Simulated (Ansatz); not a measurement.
**BH2⁻, triplet in aug-cc-pVDZ: errors against full CI**

Geometry: a point of a stretch scan, not a stationary point.

```yaml
atoms:
  - { symbol: B, position_ang: [0.0000, -0.1176, 0.0748] }
  - { symbol: H, position_ang: [0.0000, 0.8581, -1.9682] }
  - { symbol: H, position_ang: [0.0000, 0.4035, 1.1659] }
```

Basis aug-cc-pVDZ; Ansatz 0.2.0. Only valence electrons are correlated (noble-gas cores frozen), which leaves 6 electrons in 40 orbitals. R marks a restricted (for open shells ROHF) determinant, U an unrestricted one. Active spaces: pair = (4e, 4o) about the gap; valence = (6e, 6o) chosen from the atoms' valence shells.

Full CI is exact within this basis and frozen core; it isn't the basis-set limit. The frozen core follows each run's orbitals, which can shift R against U totals by a few meV.

For open shells CISD is restricted-active-space CI with the open shells as a complete middle space.

- UHF ⟨S²⟩: 2.062
- T1 diagnostic (RCCSD): 0.0596
- largest doubles amplitude (RCCSD): 0.107
- T1 diagnostic (UCCSD): 0.0594

```tsv
level	E − E(RHF) (eV)
UHF	-0.0748
RMP2	-2.3115
UMP2	-2.2901
RCCSD	-3.1297
UCCSD	-3.1404
RCCSD(T)	-3.2602
UCCSD(T)	-3.2594
```

(1) Estimate how far full CI in aug-cc-pVDZ lies from RCCSD(T). The table doesn't fix it; the size of (T) and the diagnostics are the guide.

(1) Full CI in aug-cc-pVDZ lies 53 meV below RCCSD(T), which is 40 % of the (T) step (-130 meV). T1 is raised, and the rest is a large part of (T). The miss exceeds 1 kcal/mol.

The other levels:

| level | E − E(full CI) (meV) | share of correlation (%) | wall time |
| --- | --- | --- | --- |
| CISD | 310 | 90.65 | 0.84 s |
| BCCD(T) | 55 | 98.35 | 1.9 s |
| RCCSDT | 6 | 99.82 | – |
| UCCSDT | 6 | 99.83 | – |
| RCCSDT(Q) | 1 | 99.96 | 9.5 s |
| UCCSDT(Q) | 0 | 100.00 | 11 s |
| RCCSDTQ | 0 | 99.99 | 21 s (H100) |
| CASSCF (pair space) | 2569 | 22.46 | – |
| NEVPT2 (pair space) | 746 | 77.49 | 0.36 s |
| MRCISD (pair space) | 189 | 94.30 | – |
| MRCISD+Q (pair space) | 23 | 99.32 | 0.66 s |
| CASSCF (valence space) | 2142 | 35.33 | – |
| NEVPT2 (valence space) | 739 | 77.69 | 0.54 s |
| NEVPT4(SD) (valence space) | 148 | 95.52 | 0.78 s |
| MRCISD (valence space) | 151 | 95.44 | – |
| MRCISD+Q (valence space) | 28 | 99.17 | 0.96 s |

The correlation energy at full CI, counted from RHF, is -3.313 eV. That run took 12 s on 2 threads of AMD EPYC 7R13 with a shared H100 80 GB, shared host over 48,616,238 determinants.

Times hold each run's SCF and search for its determinant on a shared host, so for small cases they say little of a method's own cost; rows without a card ran on 1 thread of AMD EPYC 7R13.

The full-CI state has the irrep A'' of Cs, in the program's axes.

Natural occupations of full CI about the gap: 1.948 1.851 0.993 0.973 0.103 0.022 0.022 0.015 0.014 0.010; effectively unpaired electrons, Σ n²(2−n)², 2.13.
